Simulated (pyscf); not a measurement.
HO–Al(F)–F (SMILES [OH][Al]([F])[F]) + H₂ (SMILES [H][H]) -> HO–Al(F)–F (SMILES [OH][Al]([F])[F]) + H₂ (SMILES [H][H]) (four-centre exchange; singlet surface; H–O, H–H broken, H–O, H–H formed). Structures and frequencies: ωB97X-D3(BJ)/def2-SVP in PySCF. Energies in kcal/mol from the separated reactants.

```csv
level,barrier,reaction energy
PBE/def2-TZVP,60.0,0.0
r²SCAN/def2-TZVP,65.1,0.0
B3LYP-D3(BJ)/def2-TZVP,67.4,0.0
PBE0-D3(BJ)/def2-TZVP,65.4,0.0
M06-2X/def2-TZVP,___,0.0
ωB97M-D3(BJ)/def2-TZVP,___,0.0
```

### Question
Fill in the missing entries.

### Answer

- M06-2X/def2-TZVP, barrier: 71.1
- ωB97M-D3(BJ)/def2-TZVP, barrier: 68.5

The functionals in the table span 11.1 kcal/mol in this barrier, from PBE to M06-2X. One saddle was located; it need not be the lowest between these sides.
